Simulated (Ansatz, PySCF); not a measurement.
Species: SiF4 (charge 0, singlet). 
Structure (B3LYP-D3(BJ)/def2-TZVP (Ansatz, a first-principles code) minimum search):
SMILES: F[Si](F)(F)F
```xyz
5

Si     0.0000     0.0000     0.0000
F      0.9027     0.9354     0.8757
F     -0.8806    -0.8997     0.9336
F     -0.9289     0.8739    -0.9111
F      0.9068    -0.9096    -0.8983
```
Charge 0, spin multiplicity 1.


Quantity: enthalpy of formation at 298 K (from the atomisation energy, B3LYP-D3(BJ)/def2-TZVP harmonic zero-point and thermal terms from PySCF, and the atoms' enthalpies of formation in the G2/97 table, which holds older values for B and Si; no spin-orbit terms, and no core term in the frozen-core levels), in kcal/mol. Valence correlation only, unless marked. UHF or UKS for open shells. No spin-orbit coupling. Non-relativistic. The coupled-cluster limit lacks core correlation, which all-electron functionals hold. CBS marks a two-point X^-3 extrapolation of the correlation energy; Hartree-Fock from the larger set. The bracket is a focal-point correction in the basis named.

Measured: -386.0 kcal/mol (G2/97 table in ASE (Curtiss et al.)); it holds spin-orbit and relativistic effects, which these rows lack, and core correlation, which the frozen-core levels lack. This is an older compilation, not checked against later work.

| level | program | enthalpy of formation at 298 K (kcal/mol) | error against measurement |
|---|---|---|---|
| HF/cc-pV(D+d)Z | Ansatz | -196.3 | 189.7 |
| BLYP-D3(BJ)/def2-TZVPD | Ansatz + dftd3 | -373.5 | 12.5 |
| r2SCAN/def2-TZVPD | Ansatz | -380.4 | 5.6 |
| B3LYP-D4/def2-TZVPD | Ansatz + dftd4 | -370.5 | 15.5 |
| B3LYP/def2-TZVPD | Ansatz | -367.2 | 18.8 |
| PBE0/def2-TZVP | Ansatz | -366.6 | 19.4 |
| r2SCANh-D4/def2-TZVPD | Ansatz + dftd4 | -373.9 | 12.1 |
| M06-2X/def2-TZVPD | PySCF | -386.3 | -0.3 |
| HSE06-D3(BJ)/def2-TZVPD | Ansatz + dftd3 | -367.3 | 18.7 |
| CAM-B3LYP/def2-TZVPD | Ansatz | -379.2 | 6.8 |
| wB97M-V/def2-TZVPD | Ansatz | -378.6 | 7.4 |
| B2PLYP-D3(BJ)/def2-TZVPD | Ansatz + dftd3 | -376.3 | 9.7 |
| PBE-QIDH/def2-TZVPD | Ansatz | -373.3 | 12.7 |
| MP2/cc-pV(D+d)Z | Ansatz | -339.7 | 46.3 |
| RI-MP2/CBS(aug-cc-pV(T+d)Z,aug-cc-pV(Q+d)Z) | Ansatz | -421.7 | -35.7 |
| CCSD/aug-cc-pV(T+d)Z | Ansatz | -364.2 | 21.8 |
| CCSD/cc-pwCVTZ | Ansatz | -361.5 | 24.5 |
| CCSD(T)/cc-pVDZ | PySCF | -291.2 | 94.8 |
| CCSD(T)/aug-cc-pV(T+d)Z | Ansatz | -373.5 | 12.5 |
| CCSD(T)/cc-pwCVTZ | Ansatz | -371.0 | 15.0 |
| RI-MP2/CBS(aug-cc-pV(T+d)Z,aug-cc-pV(Q+d)Z)+[CCSD(T)-MP2]/aug-cc-pV(T+d)Z | Ansatz | -389.2 | -3.2 |
